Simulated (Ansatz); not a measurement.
The input, for Ansatz 0.2.0:

```yaml
crystal:
  periodic: [false, false, false]
  atoms:
    - {symbol: Ge, position_ang: [-0.915028, 0.000000, 0.000000]}
    - {symbol: H, position_ang: [-1.426478, 1.446599, 0.000000]}
    - {symbol: H, position_ang: [-1.426478, -0.723300, 1.252792]}
    - {symbol: H, position_ang: [-1.426478, -0.723299, -1.252792]}
    - {symbol: H, position_ang: [0.619322, 0.000000, 0.000000]}
    - {symbol: Si, position_ang: [2.497972, 0.000000, 0.000000]}
basis:
  gaussian: {orbitals: cc-pVDZ}
magnetization: {spin_polarized: false, initial_magnetization: 2}
correlation: {method: ccsd_t, electrons: outside_noble_gas, diis_vectors: 4}
```

```sh
$ ansatz run in.yaml --threads 1 --pin off --events-out ev --progress --plain --max-ram 2393MiB
```

The program prints:

```
684 factors; integrals over basis functions are off by at most 1.6e-3 eV
mean field evaluation 1: about -64394.3907 eV, gradient 1.1e1 eV
mean field evaluation 2: about -64394.3940 eV, gradient 1.1e1 eV
mean field evaluation 4: about -64395.3091 eV, gradient 7.8e-1 eV
mean field evaluation 8: about -64395.3129 eV, gradient 1.1e-4 eV
mean field evaluation 16: about -64393.6507 eV, gradient 6.5e0 eV
mean field evaluation 32: about -64395.3129 eV, gradient 4.4e-3 eV
mean field evaluation 64: about -64394.2286 eV, gradient 1.1e-2 eV
mean field evaluation 96: about -64394.2272 eV, gradient 3.2e-1 eV
mean field evaluation 128: about -64394.2287 eV, gradient 1.4e-4 eV
mean field -64395.31286770 eV, -2366.4840991771 hartree, gradient 5.3e-7 eV, S^2 2.000000; 7 other end points of the search recorded, 0 dependent functions left out
determinant -64395.31286770 eV, -2366.4840991771 hartree, with singles and doubles -64401.20505759 eV, -2366.7006331619 hartree
determinant -64394.22865402 eV, -2366.4442550594 hartree, with singles and doubles -64400.24988145 eV, -2366.6655310860 hartree
19 core orbitals not correlated: weight in the atoms' cores, before any rotation towards them, 0.999 or more for the frozen orbitals, at most 0.000 for the correlated occupied ones
reference -64395.31286770 eV, -2366.4840991771 hartree; 7, 5 occupied and 39, 41 virtual orbitals, 684 factors
second order -4.55434828 eV of doubles, -0.06752904 eV of singles
cycle   1  -5.89202666 eV  change    1.6e-4 eV  update   2.8e-4
cycle   2  -5.89196459 eV  change    6.2e-5 eV  update   1.9e-4
cycle   3  -5.89192594 eV  change    3.9e-5 eV  update   1.2e-4
cycle   4  -5.89196923 eV  change   -4.3e-5 eV  update   4.4e-5
cycle   5  -5.89198683 eV  change   -1.8e-5 eV  update   1.4e-5
cycle   6  -5.89198300 eV  change    3.8e-6 eV  update   6.0e-6
perturbative correction -0.12582226 eV, -0.0046238827 hartree
Total energy: -64401.33067295 eV, -2366.7052494412 hartree
```

Ran on 1 thread of AMD EPYC 9R05, shared host: 2.8 s wall, 0.19 GiB peak host memory.
